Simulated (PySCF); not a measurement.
## Substituent effects on chemical shifts

Parent skeleton `[cH:1]1[cH:2][cH:3][o:4][cH:5]1`; one hydrogen on atom 3 is replaced by X. Hydrogens on one atom are averaged.

Computational details: GFN2-xTB structure, GIAO PBE0/pcSseg-1 shieldings, in PySCF (no solvent model, equivalent nuclei averaged, no relativistic terms, one conformer).

References, each an isolated molecule treated in the same way: $^{13}$C (σ = 186.93 ppm) and $^{1}$H (σ = 31.72 ppm) against TMS; H2O for $^{17}$O (σ = 336.08 ppm).

Parent (X = H): C1 116.7, C2 116.7, C3 147.1, O4 303.6, C5 147.1, H(C1) 6.70, H(C2) 6.70, H(C5) 7.57 ppm. Effects are Δδ = δ(X) − δ(H), positive for deshielding.

Order these by the shift of H(C2), most shielded first.
A. X = vinyl
B. X = CF=CF2
C. X = SCF3
D. X = OCHF2
E. X = N-pyrrolidinyl
F. X = OC2H5

Answers

E (-1.57 ppm), F (-1.14 ppm), D (-0.80 ppm), A (-0.20 ppm), B (+0.24 ppm), C (+0.64 ppm).

Unscaled 17O shifts of doubly bonded oxygen tend to come out too high, by tens of ppm or more. Experimental scales use liquid or dissolved standards, which lie at an offset from isolated H2O (liquid H2O: subtract about 36 ppm).
